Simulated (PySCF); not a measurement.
## Calculated properties of [Al(CN)H3]-, `[H][Al-]([H])([H])[C]#N`

Compound: [Al(CN)H3]-, CH3AlN (charge -1).
Bonds: Al1–C2, C2–N3. Hydrogens: H4, H5, H6 on Al1.

From PBE0-D3(BJ)/def2-SVP geometry optimisation, gas phase (PySCF):

```yaml
Point_group: C3v
Rotational_constants_A_B_C: 68.514, 4.392, 4.392 GHz
```

**B3LYP/pcSseg-1 (pcSseg-2 on Al) ground state and GIAO shieldings, non-relativistic (PySCF)**

```yaml
HOMO_energy: -2.89 eV
LUMO_energy: 4.78 eV
HOMO–LUMO_gap: 7.67 eV
13C_chemical_shifts_computed_TMS_as_zero_by_class: 140.5 (C2) ppm
1H_chemical_shifts_computed_TMS_as_zero_by_class: 3.31 (H4/H5/H6) ppm
Isotropic_shieldings_of_nuclei_other_than_C_and_H_by_class: -81 (N3), 476 (Al1) ppm
```

Monoisotopic mass of the ion (most abundant isotopes, electron mass counted): 56.0086 u.

The rotational constants are those of a prolate symmetric top. With B = h/(8π²I), that is 505.379 GHz u Å² over I, the principal moments of inertia are 7.4, 115.1 and 115.1 u Å² (most abundant isotopes).

No diffuse functions stand in pcSseg-1 (pcSseg-2 on Al), which bears on an anion's orbital energies.
